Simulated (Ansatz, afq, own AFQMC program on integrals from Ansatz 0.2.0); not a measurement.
**GeH$_{2}$O, singlet → GeH$_{2}$O⁺, doublet**

```xyz
4

Ge    0.0000    0.0000    0.2692
O     0.0000    0.0000   -1.3631
H     0.0000    1.2866    1.1183
H     0.0000   -1.2866    1.1183
```

Connectivity, by distances: GeH2–O.

E(doublet, charge +1) − E(singlet, charge +0) at this geometry, on RHF and UHF determinants.

Basis cc-pVDZ. Noble-gas cores (and the filled d shells of Ga–Kr and In–Xe) are frozen. Integrals, coupled cluster, full CI and functionals: Ansatz 0.2.0; the random walks run on the same integrals in our own AFQMC program. ph-AFQMC/CISD is guided by a CISD state made of CCSD amplitudes; releasing the constraint for a short imaginary time cuts its bias at the price of noise, slowly where states lie close. Uncertainties: one standard error, sampling alone. No spin–orbit coupling. The errors of all members are added in quadrature.

No full CI on the walks' own integrals is used here; CCSDT(Q) serves as the reference and is uncertain by about the last step of the cluster series. Each member takes its own surest rung, up to full CI.

Errors are counted within cc-pVDZ, not against nature.

Cautions: inner d shell frozen; no relativity below Rb; no spin-orbit coupling; GeH₂O (singlet): higher spins were not checked, restricted determinant unstable towards unrestricted (UHF 8 meV lower, ⟨S²⟩ 0.22), raised T1 diagnostic (T1 0.031, weight of the determinant 0.87, largest double 0.11), the ph-AFQMC/CISD walk drifts between its halves (2.0 errors).

```
level  vertical ionization energy (kJ/mol)
 CCSD                                936.0
  MP2                                987.7
```

Q: From these cheaper values, estimate the vertical ionization energy at the reference level in cc-pVDZ.

A: 951.1 kJ/mol (CCSDT(Q) in cc-pVDZ).

```
         level  vertical ionization energy (kJ/mol)  error against CCSDT(Q) (kJ/mol)
            HF                                779.2                           -171.9
       CCSD(T)                                950.0                             -1.1
         CCSDT                                948.5                             -2.6
   ph-AFQMC/HF                         949.7 ± 11.2                      -1.4 ± 11.2
 ph-AFQMC/CISD                          950.2 ± 2.6                       -0.9 ± 2.6
released AFQMC                          945.1 ± 4.2                       -6.0 ± 4.2
```

Correlation beyond CCSD(T) adds 1.1 kJ/mol. The perturbative (T) step is worth +14.0 kJ/mol.

A walk keeps the symmetry of its determinant, which the program's search chose and which needn't be the lowest solution, so a lower state of the same spin and another symmetry isn't excluded. Released energies are given only where the last usable release times agree within the noise; a slower fall can still hide under it.
